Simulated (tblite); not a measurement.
Species: C4H8S2 (charge +1 and doublet state).
Z-matrix (Å and degrees, GFN2-xTB geometry), rows numbered from 1:
```
C 
C   1  1.5074
S   2  1.8259  1  114.26
C   3  1.7053  2  105.92  1   -58.45
C   4  1.4882  3  114.51  2  -175.09
S   4  1.6584  3  125.78  2     5.80
H   1  1.1022  2  110.05  3    67.04
H   1  1.0886  2  109.93  3  -175.32
H   1  1.0879  2  112.18  3   -53.58
H   2  1.0931  1  110.65  3   115.98
H   2  1.0907  1  112.02  3  -122.61
H   5  1.0910  4  110.74  3  -123.81
H   5  1.0918  4  110.22  3   118.21
H   5  1.0880  4  110.90  3    -2.33
```

Computed geometry: GFN2-xTB, gas phase. This method treats the open shell by occupation alone, without spin polarisation.

Masses are those of the commonest isotopes; rigid-rotor values at the optimised geometry. The values belong to one conformer with, in the numbering `[CH3:1][CH2:2][S+:3][C:4]([CH3:5])=[S:6]`, C1–C2–S3–C4 -58°, C2–S3–C4–C5 -175°.

(1) Give the principal moments of inertia and the rotational constants in MHz.

(2) Classify the top.

(3) What does the inertial defect say?

(4) Give the other two planar moments, Paa and Pbb, and the rms extents of the mass along the axes.

(5) Give the coordinates in the principal-axis frame, origin at the centre of mass.

## Answers

(1) Ia = 161.98, Ib = 254.60, Ic = 389.09 u·Å²; 505379 MHz·u·Å²/I gives A = 3120, B = 1985, C = 1299 MHz.

(2) An asymmetric top. Ray's parameter κ = (2B − A − C)/(A − C) = -0.246; −1 is the prolate and +1 the oblate limit.

(3) Not planar: Δ = Ic − Ia − Ib = -27.50 u·Å². For a rigid frame Δ = −2 Σ m c², so Σ m c² = 13.75 u·Å² lies off the ab plane: 6.81 from hydrogen and 6.94 from heavier atoms. The atom farthest from that plane is 1.55 Å away.

(4) Paa = Σ m a² = (Ib + Ic − Ia)/2 = 240.85 and Pbb = Σ m b² = (Ia + Ic − Ib)/2 = 148.24 u·Å². With the mass M = 120.01 u, the rms extents √(P/M) along a, b and c are 1.42, 1.11, 0.34 Å.

(5) The sense of each axis is arbitrary; atoms in the order of the calculation.
| atom | mass (u) | a (Å) | b (Å) | c (Å) |
| --- | --- | --- | --- | --- |
| C1 | 12.000 | -2.123 | 0.898 | 0.525 |
| C2 | 12.000 | -1.870 | -0.232 | -0.439 |
| S3 | 31.972 | -0.426 | -1.267 | -0.019 |
| C4 | 12.000 | 0.913 | -0.211 | 0.016 |
| C5 | 12.000 | 2.224 | -0.882 | 0.230 |
| S6 | 31.972 | 0.850 | 1.439 | -0.144 |
| H7 | 1.008 | -1.307 | 1.637 | 0.465 |
| H8 | 1.008 | -3.042 | 1.416 | 0.257 |
| H9 | 1.008 | -2.194 | 0.552 | 1.554 |
| H10 | 1.008 | -2.700 | -0.944 | -0.426 |
| H11 | 1.008 | -1.733 | 0.125 | -1.461 |
| H12 | 1.008 | 2.734 | -0.464 | 1.100 |
| H13 | 1.008 | 2.877 | -0.717 | -0.629 |
| H14 | 1.008 | 2.093 | -1.953 | 0.371 |

For this open shell read J as N, the rotation without spin; fine and hyperfine splittings come on top. Its GFN2-xTB frequencies are all real (lowest 52 cm⁻¹). Constants of a rigid frame at the computed geometry: no zero-point averaging, no centrifugal distortion.

On Arm Neoverse N1, one thread, shared host, this took 0.73 s wall. This is the geometry optimisation.
